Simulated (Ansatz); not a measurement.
# MgCl radical (SMILES [Mg][Cl]): single points off equilibrium

One table from this session's results is given with a row withheld; the runs are named, their logs left out.

Computed with Ansatz 0.2.0, Gaussian basis. Level: single points in def2-TZVPP.

Correlated methods freeze the cores. The outer core shell of Li, Na, Mg and K is correlated. Orbitals are unrestricted. B3LYP uses VWN-RPA correlation.

**Starting geometry**

SMILES `[Mg][Cl]`, 2 atoms, charge 0, spin multiplicity 2.

Atoms are counted from 1 here; the program's logs count them from 0.

Bond lengths: Mg1–Cl2 2.238 Å.

Coordinates:

```xyz
2
charge 0, multiplicity 2
Mg    0.9584   -0.3673    0.4969
Cl   -0.9142    0.3583   -0.4916
```

Set-up of the first run:

Input file run/in.yaml:

```yaml
crystal:
  periodic: [false, false, false]
  atoms:
    - {symbol: Mg, position_ang: [0.958400, -0.367300, 0.496900]}
    - {symbol: Cl, position_ang: [-0.914200, 0.358300, -0.491600]}
basis:
  gaussian: {orbitals: def2-TZVPP}
magnetization: {spin_polarized: true, initial_magnetization: 1}
correlation: {method: ccsd_t}
scf: {omitted_lower_state_checks: [cluster_reference]}
output: {forces: true}
```

No record of the launch command was kept for these runs.

Steps of the session up to this table: CCSD(T)/def2-TZVPP; PBE0-D4/def2-TZVPP; wB97M-V/def2-TZVPP; r2SCAN-D4/def2-TZVPP; PBE-D4/def2-TZVPP; B3LYP-D4/def2-TZVPP; B97M-V/def2-TZVPP.

One table of the session follows, with a row left open; its other results are not shown here.

| method | RMS force component (eV/Å) | dipole (D) |
| --- | --- | --- |
| CCSD(T) | 0.143 | 3.51 |
| PBE0-D4 | 0.166 | 3.51 |
| wB97M-V | 0.122 | 3.78 |
| r2SCAN-D4 | 0.159 | 3.53 |
| PBE-D4 | 0.075 | 3.33 |
| B3LYP-D4 | ? | ? |
| B97M-V | 0.170 | 3.60 |

**Question.** Estimate the row for B3LYP-D4.

**Answer.** RMS force component (eV/Å): 0.100; dipole (D): 3.56. In the column «RMS force component (eV/Å)» it lies between PBE-D4 (0.075) and wB97M-V (0.122).
